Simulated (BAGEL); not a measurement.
# HF/def2-SVPD (density fitting with qzvpp-jkfit) run of CH7NSi (SMILES CN[SiH3])

Aim: the vertical singlet–triplet gap of CH7NSi at HF/def2-SVPD (density fitting with qzvpp-jkfit), from 2 runs. 

Program for the calculation: BAGEL 1.2.2.

## 1. Starting point

CH7NSi has 10 atoms, charge 0, and is taken as a singlet. As SMILES, `CN[SiH3]`. Geometry: relaxed at PBE0-D4/def2-TZVP.

Bond lengths: C1–N2 1.447 Å, N2–Si3 1.716 Å, C1–H4 1.094 Å, C1–H5 1.093 Å, C1–H6 1.098 Å, N2–H7 1.007 Å, Si3–H8 1.488 Å, Si3–H9 1.496 Å, Si3–H10 1.486 Å. Some angles: C1–N2–Si3 123.0°, C1–N2–H7 113.6°, Si3–N2–H7 117.6°, N2–C1–H4 110.9°, N2–C1–H5 109.5°, N2–C1–H6 113.8°, N2–Si3–H8 108.6°, N2–Si3–H9 115.3°, N2–Si3–H10 107.4°, H4–C1–H5 107.0°.

## 2. A single-point energy at HF/def2-SVPD (density fitting with qzvpp-jkfit)

Contents of job.json:

```json
{ "bagel": [

{
  "title": "molecule",
  "basis": "def2-svpd.json",
  "df_basis": "qzvpp-jkfit",
  "angstrom": true,
  "geometry": [
    { "atom": "C", "xyz": [   -1.074200,    0.550900,   -0.686800 ] },
    { "atom": "N", "xyz": [    0.329000,    0.241400,   -0.516000 ] },
    { "atom": "Si", "xyz": [    0.929400,   -0.683100,    0.798800 ] },
    { "atom": "H", "xyz": [   -1.308100,    0.733100,   -1.739500 ] },
    { "atom": "H", "xyz": [   -1.677600,   -0.304000,   -0.369400 ] },
    { "atom": "H", "xyz": [   -1.409300,    1.422100,   -0.108200 ] },
    { "atom": "H", "xyz": [    0.946000,    0.922900,   -0.927500 ] },
    { "atom": "H", "xyz": [    0.210800,   -1.985700,    0.830700 ] },
    { "atom": "H", "xyz": [    0.753100,   -0.063800,    2.149000 ] },
    { "atom": "H", "xyz": [    2.383900,   -0.885000,    0.571800 ] }
  ]
},
{ "title": "hf" },
{ "title": "print", "file": "orbitals.molden", "orbitals": true }

]}
```

The basis set def2-SVPD is read from a file made from the Basis Set Exchange's data (not shown).

Launch:

```console
$ BAGEL_NUM_THREADS=1 BAGEL job.json > job.out
```

Output:

```text
* using 1 threads per process

  ===============================================================
  ===============================================================

  *** Geometry ***

  { "atom" : "C", "xyz" : [     -2.029944,      1.041050,     -1.297864 ] },
  { "atom" : "N", "xyz" : [      0.621720,      0.456180,     -0.975099 ] },
  { "atom" : "Si", "xyz" : [      1.756311,     -1.290872,      1.509513 ] },
  { "atom" : "H", "xyz" : [     -2.471951,      1.385358,     -3.287179 ] },
  { "atom" : "H", "xyz" : [     -3.170205,     -0.574477,     -0.698065 ] },
  { "atom" : "H", "xyz" : [     -2.663191,      2.687380,     -0.204468 ] },
  { "atom" : "H", "xyz" : [      1.787681,      1.744028,     -1.752721 ] },
  { "atom" : "H", "xyz" : [      0.398354,     -3.752429,      1.569795 ] },
  { "atom" : "H", "xyz" : [      1.423153,     -0.120565,      4.061021 ] },
  { "atom" : "H", "xyz" : [      4.504918,     -1.672408,      1.080545 ] },

  Number of auxiliary basis functions:      406

  Since a DF basis is specified, we compute 2- and 3-index integrals:
    o Being stored without compression. Storage requirement is 0.047 GB

  Number of basis functions:      120
  Number of electrons      :       34

    * METHOD: MOLECULE                             0.17

  *** RHF ***

  === Nuclear Repulsion ===
   116.4910924344

      * DIIS with orbital gradients will be used.

  === RHF iteration (def2-svpd.json) ===
      0       -385.02884888          0.01424903           0.05
      1       -385.13925843          0.00904732           0.05
      2       -385.17646156          0.00142308           0.05
      3       -385.17818318          0.00032210           0.05
      4       -385.17824629          0.00008591           0.05
      5       -385.17825174          0.00001556           0.05
      6       -385.17825201          0.00000398           0.05
      7       -385.17825203          0.00000116           0.05
      8       -385.17825203          0.00000032           0.05
      9       -385.17825203          0.00000009           0.05
     10       -385.17825203          0.00000004           0.07
     11       -385.17825203          0.00000001           0.05
     12       -385.17825203          0.00000000           0.05
    * SCF iteration converged.

    * Permanent dipole moment:
           (    0.140342,    -0.404166,     0.209903) a.u.

    * METHOD: HF                                   0.85

    * METHOD: PRINT                                0.03

  ===============================================================
```

Run time: 1.3 s. Hardware: 1 thread of Arm Neoverse V2, shared host; peak memory 0.13 GiB.

## 3. The triplet

Contents of hf.json:

```json
{ "bagel": [

{
  "title": "molecule",
  "basis": "def2-svpd.json",
  "df_basis": "qzvpp-jkfit",
  "angstrom": true,
  "geometry": [
    { "atom": "C", "xyz": [      -1.074200,       0.550900,      -0.686800 ] },
    { "atom": "N", "xyz": [       0.329000,       0.241400,      -0.516000 ] },
    { "atom": "Si", "xyz": [       0.929400,      -0.683100,       0.798800 ] },
    { "atom": "H", "xyz": [      -1.308100,       0.733100,      -1.739500 ] },
    { "atom": "H", "xyz": [      -1.677600,      -0.304000,      -0.369400 ] },
    { "atom": "H", "xyz": [      -1.409300,       1.422100,      -0.108200 ] },
    { "atom": "H", "xyz": [       0.946000,       0.922900,      -0.927500 ] },
    { "atom": "H", "xyz": [       0.210800,      -1.985700,       0.830700 ] },
    { "atom": "H", "xyz": [       0.753100,      -0.063800,       2.149000 ] },
    { "atom": "H", "xyz": [       2.383900,      -0.885000,       0.571800 ] }
  ]
},

{
  "title": "uhf",
  "nopen": 2
},

{
  "title": "print",
  "file": "orbitals.molden",
  "orbitals": true
}

]}
```

The basis set def2-SVPD is read from a file made from the Basis Set Exchange's data (not shown).

Launch:

```console
$ BAGEL_NUM_THREADS=1 BAGEL hf.json > hf.out
```

Output:

```text
* using 1 threads per process

  ===============================================================
  ===============================================================

  *** Geometry ***

  { "atom" : "C", "xyz" : [     -2.029944,      1.041050,     -1.297864 ] },
  { "atom" : "N", "xyz" : [      0.621720,      0.456180,     -0.975099 ] },
  { "atom" : "Si", "xyz" : [      1.756311,     -1.290872,      1.509513 ] },
  { "atom" : "H", "xyz" : [     -2.471951,      1.385358,     -3.287179 ] },
  { "atom" : "H", "xyz" : [     -3.170205,     -0.574477,     -0.698065 ] },
  { "atom" : "H", "xyz" : [     -2.663191,      2.687380,     -0.204468 ] },
  { "atom" : "H", "xyz" : [      1.787681,      1.744028,     -1.752721 ] },
  { "atom" : "H", "xyz" : [      0.398354,     -3.752429,      1.569795 ] },
  { "atom" : "H", "xyz" : [      1.423153,     -0.120565,      4.061021 ] },
  { "atom" : "H", "xyz" : [      4.504918,     -1.672408,      1.080545 ] },

  Number of auxiliary basis functions:      406

  Since a DF basis is specified, we compute 2- and 3-index integrals:
    o Being stored without compression. Storage requirement is 0.047 GB

  Number of basis functions:      120
  Number of electrons      :       34

    * METHOD: MOLECULE                             0.17

  *** Open-shell HF ***

  === Nuclear Repulsion ===
   116.4910924344

      * DIIS with orbital gradients will be used.

  === UHF iteration (def2-svpd.json) ===
      0       -384.77122714          0.02449161           0.10
      1       -384.90222420          0.01905313           0.10
      2       -384.94912976          0.00962604           0.10
      3       -384.97021888          0.00280856           0.10
      4       -384.97688929          0.00126271           0.10
      5       -384.97901430          0.00074185           0.10
      6       -384.98000411          0.00043120           0.13
      7       -384.98052001          0.00024950           0.11
      8       -384.98074256          0.00008798           0.10
      9       -384.98076573          0.00003757           0.10
     10       -384.98077218          0.00002479           0.10
     11       -384.98077453          0.00001433           0.10
     12       -384.98077560          0.00000626           0.10
     13       -384.98077572          0.00000294           0.10
     14       -384.98077574          0.00000179           0.10
     15       -384.98077576          0.00000086           0.10
     16       -384.98077576          0.00000034           0.10
     17       -384.98077576          0.00000017           0.10
     18       -384.98077576          0.00000009           0.10
     19       -384.98077576          0.00000004           0.10
     20       -384.98077576          0.00000002           0.10
     21       -384.98077576          0.00000001           0.10
     22       -384.98077576          0.00000001           0.10
    * SCF iteration converged.

    * S^2 (UHF) is 2.0132

    * Permanent dipole moment:
           (    1.203122,     0.512673,    -0.157807) a.u.

    * METHOD: UHF                                  2.55

    * METHOD: PRINT                                0.03

  ===============================================================
```

Run time: 3 s. Hardware: 1 thread of Arm Neoverse V2, shared host; peak memory 0.13 GiB.

## 4. Outcome

Level: HF/def2-SVPD (density fitting with qzvpp-jkfit).

| quantity | value |
| --- | --- |
| singlet: total energy | -385.17825 Eh |
| singlet: dipole moment | 1.21 D |
| singlet: HOMO energy | -10.18 eV |
| singlet: LUMO energy | 2.50 eV |
| singlet: HOMO–LUMO gap | 12.68 eV |
| triplet: total energy | -384.98078 Eh |
| triplet: dipole moment | 3.35 D |
| triplet: ⟨S²⟩ | 2.013 |
| vertical energy of the triplet above the singlet | 5.374 eV |

At this shape the triplet lies 5.37 eV (518 kJ/mol) above the singlet.
